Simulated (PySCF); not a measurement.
# Worked example: BCl, quintet against BCl, triplet

Geometry (PBE0/def2-TZVP stationary point of a triplet), kept for both states (BCl, triplet: Π; BCl, quintet: Π):

```xyz
2

B     0.0000    0.0000    0.0000
Cl    0.0000    0.0000    1.6966
```

Basis cc-pVDZ; PySCF 2.14.0. Correlated methods freeze the noble-gas cores. Prefix R: restricted or restricted open-shell reference; prefix U: unrestricted.

Full CI isn't at hand for all of this; RCCSDT serves as the reference. It lacks quadruple excitations, which often exceed the step from CCSD(T) to CCSDT. The frozen core follows each run's orbitals, which can shift R against U totals by a few meV.

| level | E(BCl, triplet) (hartree) | E(BCl, quintet) (hartree) |
| --- | --- | --- |
| UHF | -484.081031 | -483.888595 |
| UMP2 | -484.250308 | -484.028582 |
| UCCSD(T) | -484.273935 | -484.054539 |
| PBE | -484.673572 | -484.446085 |
| wB97M-V | -484.862820 | -484.630578 |
| RCCSDT | -484.274606 | -484.054975 |

Question: Give the vertical gap, BCl quintet less BCl triplet, at each level in eV (1 hartree = 27.2114 eV), and each error against RCCSDT.

Answer: RCCSDT: (-484.054975 − (-484.274606)) × 27.2114 = 5.976 eV (the reference)
wB97M-V: (-484.630578 − (-484.862820)) × 27.2114 = 6.320 eV, error 0.344 eV
PBE: (-484.446085 − (-484.673572)) × 27.2114 = 6.190 eV, error 0.214 eV
UCCSD(T): (-484.054539 − (-484.273935)) × 27.2114 = 5.970 eV, error -0.006 eV
UMP2: (-484.028582 − (-484.250308)) × 27.2114 = 6.033 eV, error 0.057 eV
UHF: (-483.888595 − (-484.081031)) × 27.2114 = 5.236 eV, error -0.740 eV

Total energies of functionals can't be set beside those of wave-function methods, since they hold the core's correlation and their own absolute errors; only the differences compare.

In so small a basis the reference is far from its limit while semilocal and hybrid functionals are nearer theirs, so the functionals' errors here hold much of the reference's basis and frozen-core error, which can add to them or hide them.

Each level lands on the state that its own search finds. T1 diagnostics of restricted CCSD: 0.023 and 0.014.
